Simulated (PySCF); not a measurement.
N₂, SMILES N#N. Atoms are numbered in the order given.

```xyz
2

N      0.0000     0.0000    -0.5447
N      0.0000     0.0000     0.5447
```

Geometry: PBE0-D3(BJ)/def2-TZVPD.

Calculation: PBE0/pcSseg-2 (PySCF).

GIAO shieldings, no solvent; atoms alike by connectivity are averaged. δ = σ(ref) − σ: ¹⁵N against NH3 (σ = 263.3 ppm), references at their B3LYP-D3(BJ)/def2-TZVP geometries, non-relativistic.

Question: Estimate the chemical shifts. (An estimate is asked for; the answer gives what the named calculation found.)

Answer: 
```tsv
nucleus	atoms	count	δ (ppm)
¹⁵N	N1, N2	2	350.0
```
